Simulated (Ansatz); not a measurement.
**BH2(OEt) (C₂H₇BO): a spread of methods and bases**

How do the results and run time of BH2(OEt) (C₂H₇BO) respond when the settings are drawn wide?

Computed with Ansatz 0.2.0, Gaussian basis. Level: the settings change from run to run.

## (1) The geometry

An earlier r2SCAN-D4/def2-SVP relaxation fixed the geometry.

11 atoms, charge 0, spin multiplicity 1.

Atoms are counted from 1 here; the program's logs count them from 0.

Bond lengths: B1–H2 1.216 Å, B1–H3 1.208 Å, B1–O4 1.342 Å, O4–C5 1.427 Å, C5–C6 1.513 Å, C5–H7 1.105 Å, C5–H8 1.103 Å, C6–H9 1.101 Å, C6–H10 1.101 Å, C6–H11 1.101 Å. Angles: H2–B1–H3 122.9°, H2–B1–O4 120.3°, H3–B1–O4 116.8°, B1–O4–C5 122.8°, O4–C5–C6 110.1°, O4–C5–H7 109.6°, O4–C5–H8 107.0°, C6–C5–H7 111.3°, C6–C5–H8 110.6°, H7–C5–H8 108.1°, C5–C6–H9 110.3°, C5–C6–H10 110.6°, C5–C6–H11 110.9°, H9–C6–H10 108.4°, H9–C6–H11 108.3°, H10–C6–H11 108.2°.

## (2) wB97X/cc-pVDZ

Set apart from the defaults: a grid of angular degree 47, relativity set to none.

in.yaml

```yaml
crystal:
  periodic: [false, false, false]
  atoms:
    - {symbol: B, position_ang: [0.901373, 1.475771, -0.945825]}
    - {symbol: H, position_ang: [1.997715, 1.138068, -0.542304]}
    - {symbol: H, position_ang: [0.747985, 2.259595, -1.852510]}
    - {symbol: O, position_ang: [-0.209909, 0.976123, -0.382777]}
    - {symbol: C, position_ang: [-0.178252, 0.026912, 0.682322]}
    - {symbol: C, position_ang: [-0.723807, -1.303753, 0.211113]}
    - {symbol: H, position_ang: [0.856197, -0.074629, 1.058348]}
    - {symbol: H, position_ang: [-0.800252, 0.435492, 1.496414]}
    - {symbol: H, position_ang: [-0.762877, -2.018790, 1.047318]}
    - {symbol: H, position_ang: [-1.740769, -1.184073, -0.192327]}
    - {symbol: H, position_ang: [-0.087414, -1.730704, -0.579760]}
basis:
  gaussian: {orbitals: cc-pVDZ, final_grid: {core_spheres: 20, valence_spheres: 16, degree: 47}}
hamiltonian: {xc: {name: wB97X}, pseudopotentials: {relativity: none}}
scf: {omitted_lower_state_checks: [starts]}
```

Launch:

```bash
ansatz run in.yaml --threads 2 --pin off --events-out ev --progress --plain --max-ram 32768MiB --backend cpu
```

What it wrote:

```text
Functional definition: wB97X
  name "wB97X"
  cite "Chai & Head-Gordon, J. Chem. Phys. 128, 084106 (2008) doi:10.1063/1.2834918"
  cite "Becke, J. Chem. Phys. 107, 8554 (1997) doi:10.1063/1.475007"
  parameter omega = 0.3/bohr
  parameter cx = 0.157706
  parameter cx1 = 0.726479
  parameter cx2 = 1.04760
  parameter cx3 = -5.70635
  parameter cx4 = 13.2794
  parameter css1 = -4.33879
  parameter css2 = 18.2308
  parameter css3 = -31.7430
  parameter css4 = 17.2901
  parameter cos1 = 2.37031
  parameter cos2 = -11.3995
  parameter cos3 = 6.58405
  parameter cos4 = -3.78132
  # The coefficients of nought are those of the uniform gas.
  exchange = spin_sum(e_x_unif_sr(omega)*poly(b97_u_x, 1 - cx, cx1, cx2, cx3, cx4)) + cx*exact_x_sr(omega)
      + exact_x_lr(omega)
  correlation = spin_sum(e_c_pw_same_spin*poly(b97_u_same, 1, css1, css2, css3, css4))
      + integral(e_c_pw_opposite_spin*poly(b97_u_opposite, 1, cos1, cos2, cos3, cos4))
these checks for a lower state are left out or cut short: starts
1055 factors; their error is unknown
289 factors; integrals over basis functions are off by at most 1.1e-5 eV
mean field evaluation 1: about -4908.3773 eV, gradient 3.7e1 eV
mean field evaluation 2: about -4908.7745 eV, gradient 3.7e1 eV
mean field evaluation 4: about -4911.1733 eV, gradient 1.6e0 eV
mean field evaluation 8: about -4911.1750 eV, gradient 5.2e-2 eV
mean field evaluation 16: about -4911.1424 eV, gradient 3.6e-5 eV
mean field -4911.14243935 eV, -180.4811557543 hartree, gradient 3.6e-5 eV, S^2 0.000000; 0 other end points of the search recorded, 0 dependent functions left out
reference -4911.14240956 eV, -180.4811546596 hartree; 16, 16 occupied and 75, 75 virtual orbitals, 1055 factors
Total energy: -4911.14240956 eV, -180.4811546596 hartree
Checks for a lower state left out: starts
```

It took 2.1 s on 2 threads of AMD EPYC 7R13, shared host.

## (3) wB97X/def2-mTZVP

Options: density fitting with cc-pVTZ-jkfit.

in.yaml: that of step 2 with these lines changed.

```diff
@@ -15,4 +15,3 @@
 basis:
-  gaussian: {orbitals: cc-pVDZ, final_grid: {core_spheres: 20, valence_spheres: 16, degree: 47}}
-hamiltonian: {xc: {name: wB97X}, pseudopotentials: {relativity: none}}
-scf: {omitted_lower_state_checks: [starts]}
+  gaussian: {orbitals: def2-mTZVP, fitting: {mean_field: cc-pVTZ-jkfit}}
+hamiltonian: {xc: {name: wB97X}}
```

Same command.

What it wrote:

```text
Functional definition: wB97X
  name "wB97X"
  cite "Chai & Head-Gordon, J. Chem. Phys. 128, 084106 (2008) doi:10.1063/1.2834918"
  cite "Becke, J. Chem. Phys. 107, 8554 (1997) doi:10.1063/1.475007"
  parameter omega = 0.3/bohr
  parameter cx = 0.157706
  parameter cx1 = 0.726479
  parameter cx2 = 1.04760
  parameter cx3 = -5.70635
  parameter cx4 = 13.2794
  parameter css1 = -4.33879
  parameter css2 = 18.2308
  parameter css3 = -31.7430
  parameter css4 = 17.2901
  parameter cos1 = 2.37031
  parameter cos2 = -11.3995
  parameter cos3 = 6.58405
  parameter cos4 = -3.78132
  # The coefficients of nought are those of the uniform gas.
  exchange = spin_sum(e_x_unif_sr(omega)*poly(b97_u_x, 1 - cx, cx1, cx2, cx3, cx4)) + cx*exact_x_sr(omega)
      + exact_x_lr(omega)
  correlation = spin_sum(e_c_pw_same_spin*poly(b97_u_same, 1, css1, css2, css3, css4))
      + integral(e_c_pw_opposite_spin*poly(b97_u_opposite, 1, cos1, cos2, cos3, cos4))
526 factors; integrals over basis functions are off by at most 2.2e-1 eV
526 factors; integrals over basis functions are off by at most 1.8e-6 eV
mean field evaluation 1: about -4908.5655 eV, gradient 4.5e1 eV
mean field evaluation 2: about -4908.8999 eV, gradient 4.7e1 eV
mean field evaluation 4: about -4912.5092 eV, gradient 1.9e0 eV
mean field evaluation 8: about -4912.5129 eV, gradient 7.0e-2 eV
mean field evaluation 16: about -4912.5129 eV, gradient 2.0e-5 eV
mean field -4912.51291506 eV, -180.5315198078 hartree, gradient 2.0e-5 eV, S^2 0.000000; 0 other end points of the search recorded, 0 dependent functions left out
reference -4912.51287795 eV, -180.5315184438 hartree; 16, 16 occupied and 86, 86 virtual orbitals, 526 factors
Total energy: -4912.51287795 eV, -180.5315184438 hartree
```

Wall time 2.7 s (2 threads of AMD EPYC 7R13, shared host).

## (4) revPBE0/aug-cc-pVDZ

Options: coordinates scaled by 1.12.

in.yaml

```yaml
crystal:
  periodic: [false, false, false]
  atoms:
    - {symbol: B, position_ang: [1.009538, 1.652863, -1.059324]}
    - {symbol: H, position_ang: [2.237441, 1.274636, -0.607381]}
    - {symbol: H, position_ang: [0.837744, 2.530746, -2.074812]}
    - {symbol: O, position_ang: [-0.235098, 1.093257, -0.428711]}
    - {symbol: C, position_ang: [-0.199642, 0.030141, 0.764200]}
    - {symbol: C, position_ang: [-0.810664, -1.460204, 0.236446]}
    - {symbol: H, position_ang: [0.958941, -0.083585, 1.185350]}
    - {symbol: H, position_ang: [-0.896282, 0.487751, 1.675983]}
    - {symbol: H, position_ang: [-0.854423, -2.261044, 1.172996]}
    - {symbol: H, position_ang: [-1.949661, -1.326161, -0.215407]}
    - {symbol: H, position_ang: [-0.097903, -1.938389, -0.649331]}
basis:
  gaussian: {orbitals: aug-cc-pVDZ}
hamiltonian: {xc: {name: revPBE0}}
```

Launched as before.

What it wrote:

```text
Functional definition: revPBE0
  name "revPBE0"
  cite "Zhang & Yang, Phys. Rev. Lett. 80, 890 (1998) doi:10.1103/PhysRevLett.80.890"
  cite "Adamo & Barone, J. Chem. Phys. 110, 6158 (1999) doi:10.1063/1.478522"
  cite "Perdew, Burke & Ernzerhof, Phys. Rev. Lett. 77, 3865 (1996) doi:10.1103/PhysRevLett.77.3865"
  parameter a = 0.25
  parameter kappa = 1.245
  parameter beta = 0.06672455060314922
  exchange = (1 - a)*pbe_x(kappa = kappa, mu = beta*pi^2/3) + a*exact_x
  correlation = pbe_c(beta = beta)
1301 factors; their error is unknown
mean field evaluation 1: about -4901.9204 eV, gradient 5.0e1 eV
mean field evaluation 2: about -4888.9824 eV, gradient 9.2e1 eV
mean field evaluation 4: about -4907.7080 eV, gradient 4.5e0 eV
mean field evaluation 8: about -4907.7561 eV, gradient 1.1e-1 eV
mean field evaluation 16: about -4907.7393 eV, gradient 4.5e-5 eV
mean field -4907.73931605 eV, -180.3560932795 hartree, gradient 4.5e-5 eV, S^2 0.000000; 0 other end points of the search recorded, 0 dependent functions left out
reference -4907.73938987 eV, -180.3560959926 hartree; 16, 16 occupied and 139, 139 virtual orbitals, 1301 factors
Total energy: -4907.73938987 eV, -180.3560959926 hartree
```

Wall time 2.1 s (2 threads of AMD EPYC 7R13, shared host).

## (5) revPBE/STO-3G

Options: charge +1, multiplicity 2, a grid of angular degree 11, finite nuclei.

in.yaml

```yaml
crystal:
  periodic: [false, false, false]
  atoms:
    - {symbol: B, position_ang: [0.901373, 1.475771, -0.945825]}
    - {symbol: H, position_ang: [1.997715, 1.138068, -0.542304]}
    - {symbol: H, position_ang: [0.747985, 2.259595, -1.852510]}
    - {symbol: O, position_ang: [-0.209909, 0.976123, -0.382777]}
    - {symbol: C, position_ang: [-0.178252, 0.026912, 0.682322]}
    - {symbol: C, position_ang: [-0.723807, -1.303753, 0.211113]}
    - {symbol: H, position_ang: [0.856197, -0.074629, 1.058348]}
    - {symbol: H, position_ang: [-0.800252, 0.435492, 1.496414]}
    - {symbol: H, position_ang: [-0.762877, -2.018790, 1.047318]}
    - {symbol: H, position_ang: [-1.740769, -1.184073, -0.192327]}
    - {symbol: H, position_ang: [-0.087414, -1.730704, -0.579760]}
basis:
  gaussian: {orbitals: STO-3G, final_grid: {core_spheres: 5, valence_spheres: 4, degree: 11}, nuclear_model: gaussian}
total_charge: 1
magnetization: {spin_polarized: true, initial_magnetization: 1}
hamiltonian: {xc: {name: revPBE}}
scf: {omitted_lower_state_checks: [starts]}
output: {forces: true}
```

Same command.

What it wrote:

```text
Functional definition: revPBE
  name "revPBE"
  cite "Zhang & Yang, Phys. Rev. Lett. 80, 890 (1998) doi:10.1103/PhysRevLett.80.890"
  cite "Perdew, Burke & Ernzerhof, Phys. Rev. Lett. 77, 3865 (1996) doi:10.1103/PhysRevLett.77.3865"
  parameter kappa = 1.245
  parameter beta = 0.06672455060314922
  exchange = pbe_x(kappa = kappa, mu = beta*pi^2/3)
  correlation = pbe_c(beta = beta)
these checks for a lower state are left out or cut short: starts
376 factors; integrals over basis functions are off by at most 6.6e-5 eV
mean field evaluation 1: about -4837.0656 eV, gradient 1.9e1 eV
mean field evaluation 2: about -4809.7355 eV, gradient 7.2e1 eV
mean field evaluation 4: about -4839.4668 eV, gradient 1.1e1 eV
mean field evaluation 8: about -4840.2382 eV, gradient 1.2e-1 eV
mean field evaluation 16: about -4840.1812 eV, gradient 2.1e-4 eV
mean field -4840.18119631 eV, -177.8733781718 hartree, gradient 2.8e-5 eV, S^2 0.752148; 0 other end points of the search recorded, 0 dependent functions left out
the calculation of the forces begins
reference -4840.18126419 eV, -177.8733806662 hartree; 16, 15 occupied and 11, 12 virtual orbitals, 376 factors
Total energy: -4840.18126419 eV, -177.8733806662 hartree
Atom 0 at     0.901373     1.475771    -0.945825 Å, force    -1.117763     1.009097    -1.169810 eV/Å
Atom 1 at     1.997715     1.138068    -0.542304 Å, force     0.188387     0.054538    -0.294693 eV/Å
Atom 2 at     0.747985     2.259595    -1.852510 Å, force     0.383724     0.255111    -0.133715 eV/Å
Atom 3 at    -0.209909     0.976123    -0.382777 Å, force     2.592523     1.233343    -1.183973 eV/Å
Atom 4 at    -0.178252     0.026912     0.682322 Å, force    -2.126487    -1.814939     2.156947 eV/Å
Atom 5 at    -0.723807    -1.303753     0.211113 Å, force     0.105336    -1.132370    -0.564694 eV/Å
Atom 6 at     0.856197    -0.074629     1.058348 Å, force     0.866008     0.220155     0.374191 eV/Å
Atom 7 at    -0.800252     0.435492     1.496414 Å, force    -0.370832     0.315506     0.707697 eV/Å
Atom 8 at    -0.762877    -2.018790     1.047318 Å, force    -0.089956    -0.129948     0.501818 eV/Å
Atom 9 at    -1.740769    -1.184073    -0.192327 Å, force    -0.622832     0.000513    -0.099089 eV/Å
Atom 10 at    -0.087414    -1.730704    -0.579760 Å, force     0.191892    -0.011006    -0.294677 eV/Å
Dipole moment:     0.321903     0.270528     0.000414 e Å
Checks for a lower state left out: starts
```

Run time: 0.4 s. Hardware: 2 threads of AMD EPYC 7R13, shared host.

Largest force 3.531 eV/Å, ⟨S²⟩ 0.752.

## (6) The runs in one table

```
              level  charge  multiplicity  geometry  functions  energy (eV)   time
      wB97X/cc-pVDZ       0             1   relaxed         91    -4911.142  2.1 s
   wB97X/def2-mTZVP       0             1   relaxed        102    -4912.513  2.7 s
revPBE0/aug-cc-pVDZ       0             1    scaled        155    -4907.739  2.1 s
      revPBE/STO-3G       1             2   relaxed         27    -4840.181  0.4 s
```

## (7) Summary of results

| quantity | value |
| --- | --- |
| runs | 4 |
| quickest | revPBE/STO-3G, 0.4 s |
| slowest | wB97X/def2-mTZVP, 2.7 s |
| spread of total energies, same state and geometry | 1.4 eV |

**Reading.** wB97X/def2-mTZVP took 7 times as long as revPBE/STO-3G. The jobs differ in tasks and options as well as level. Total energies at one charge and spin differ by 1 eV between levels, so only differences within one level mean anything.
